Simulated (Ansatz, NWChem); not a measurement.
Predicting a hybrid from its neighbours: MgF2

The species is MgF2 (3 atoms), meant as a singlet with charge 0. As SMILES, `[F][Mg][F]`. The shape is that of a PBE0-D4/def2-TZVP optimisation.

The electronic atomisation energy y, in eV, basis cc-pVTZ; a is the functional's share of exact exchange. Programs: Ansatz 0.2.0, NWChem 7.3.0.

```
functional  program     a  y (eV)
       PBE   Ansatz     0   10.70
      TPSS   NWChem     0   10.54
     B3LYP   Ansatz   0.2   10.32
      PBE0   Ansatz  0.25       ?
   r2SCAN0   Ansatz  0.25   10.19
     BHLYP   Ansatz   0.5    9.70
```

**Question.** Fit y = c + s·a to the known rows and predict PBE0.

**Answer.** 
1. Means of the 5 rows: a = 0.1900, y = 10.290.
2. Σ(Δa)² = 0.172, Σ(Δa·Δy) = -0.314, so the slope is -0.314/0.172 = -1.8256.
3. Intercept: 10.290 − (-1.8256) × 0.1900 = 10.637. The largest residual of the fit is 0.097.
4. PBE0: 10.637 + (-1.8256) × 0.25 = 10.18 eV.

The run gave 10.22 eV, so the prediction is off by -0.04 eV, within the scatter of the fit. The rows mix families of semi-local functionals, which the line can't see.
